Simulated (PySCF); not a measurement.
**B2⁺ under other conditions**

Aim: change spin, charge, geometry, field or solvent of B2⁺, one at a time, and compare with the base run.

The runs use PySCF 2.14.0; method and basis as typed in the scripts.

1 further run of the same task is left out (it didn't finish).

**1. Starting geometry**

B2⁺: 2 atoms, charge 1, spin multiplicity 2.

Bond lengths: B1–B2 1.817 Å.

**2. Base script**

Input file input.py:

```python
from pyscf import gto, scf
from pyscf.prop.polarizability import uhf as pol

mol = gto.M(
    atom='B 0 0 0; B 0 0 1.817',
    basis='ano-rcc-vdzp',
    charge=1,
    spin=1,
    symmetry=True,
    verbose=4,
)
mf = scf.UHF(mol)
mf = mf.sfx2c1e()
mf.kernel()
print('polarizability (a.u.)')
print(pol.Polarizability(mf).polarizability().round(4))
mf.dip_moment()
print('orbital energies (hartree):', [e[max(0, n-3):n+3].round(4) for e, n in zip(mf.mo_energy, mol.nelec)])
```

The run is started by

```
> OMP_NUM_THREADS=1 python input.py
```

Its log is not repeated here.

In short: E(SCF) = -48.792921 Eh, 10 cycles, ⟨S²⟩ = 0.753.

The bond length is a typed value, not an optimised one. The dipole of an ion depends on the origin.

**3. PCM, ε = 32.6**

Run 1 changes solvent: none (gas phase) → PCM, ε = 32.6; step after the SCF: polarizability → analyze.

Input file input.py:

```python
from pyscf import gto, scf, solvent

mol = gto.M(
    atom='B 0 0 0; B 0 0 1.817',
    basis='ano-rcc-vdzp',
    charge=1,
    spin=1,
    symmetry=True,
    verbose=4,
)
mf = scf.UHF(mol)
mf = mf.sfx2c1e()
mf = solvent.PCM(mf)
mf.with_solvent.eps = 32.6
mf.kernel()
mf.analyze()
print('orbital energies (hartree):', [e[max(0, n-3):n+3].round(4) for e, n in zip(mf.mo_energy, mol.nelec)])
```

The run is started by

```
> OMP_NUM_THREADS=1 python input.py
```

**4. PCM, ε = 78.36**

Run 2 changes solvent: none (gas phase) → PCM, ε = 78.36; step after the SCF: polarizability → analyze.

Input file input.py:

```python
from pyscf import gto, scf, solvent

mol = gto.M(
    atom='B 0 0 0; B 0 0 1.817',
    basis='ano-rcc-vdzp',
    charge=1,
    spin=1,
    symmetry=True,
    verbose=4,
)
mf = scf.UHF(mol)
mf = mf.sfx2c1e()
mf = solvent.PCM(mf)
mf.with_solvent.eps = 78.36
mf.kernel()
mf.analyze()
print('orbital energies (hartree):', [e[max(0, n-3):n+3].round(4) for e, n in zip(mf.mo_energy, mol.nelec)])
```

**5. Bond 2.035 Å**

Run 3 changes bond length: 1.817 Å → 2.035 Å.

input.py: that of step 2 with these lines changed.

```diff
@@ -4,3 +4,3 @@
 mol = gto.M(
-    atom='B 0 0 0; B 0 0 1.817',
+    atom='B 0 0 0; B 0 0 2.035',
     basis='ano-rcc-vdzp',
```

**6. Bond 3.634 Å**

Run 4 changes bond length: 1.817 Å → 3.634 Å.

input.py: that of step 2 with these lines changed.

```diff
@@ -4,3 +4,3 @@
 mol = gto.M(
-    atom='B 0 0 0; B 0 0 1.817',
+    atom='B 0 0 0; B 0 0 3.634',
     basis='ano-rcc-vdzp',
```

What does the calculation give? Wanted: for each run, E(SCF); from base; gap, α spin.

The runs gave:

| run | E(SCF) (hartree) | from base (eV) | cycles | gap, α spin (eV) |
| --- | --- | --- | --- | --- |
| base | -48.792921 | 0 | 10 | 0.00 |
| PCM, ε = 32.6 | -48.890559 | -2.6569 | 10 | 0.00 |
| PCM, ε = 78.36 | -48.892365 | -2.7060 | 10 | 0.00 |
| bond 2.035 Å | -48.795590 | -0.0726 | 10 | 0.00 |
| bond 3.634 Å | -48.809798 | -0.4592 | 10 | 6.63 |

What this shows: Of the runs whose energies can be compared, “PCM, ε = 78.36” moves the SCF energy most (-2.706 eV). A continuum solvent with ε = 32.6 lowers the energy by 2.657 eV, a large gain because the system is charged. A continuum solvent with ε = 78.36 lowers the energy by 2.706 eV, a large gain because the system is charged. With bond 3.634 Å the frontier gap moves by over 1.5 eV, which can mean another electronic state rather than the bond length alone.
